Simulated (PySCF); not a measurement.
HN2, SMILES [NH+]#N, charge +1. Geometry optimised at PBE0-D3(BJ)/def2-TZVPD. The isomer is the one that the SMILES or the coordinates give; other isomers of the formula were not compared.

TDDFT-PBE0/def2-TZVPD (PySCF) puts the lowest singlet excitations at 9.57, 10.11, 10.11, 10.30, 10.30, 13.96 eV.

Question: What are the lowest excitation roots from PySCF with ADC(2)/aug-cc-pVDZ? (The exact figures need the calculation; the answer reports its results.)

Answer: 10.57, 10.79, 10.79, 11.14, 11.14, 14.11 eV. S1 differs by 1.01 eV (second minus first; roots are paired by order, and the bases may differ).
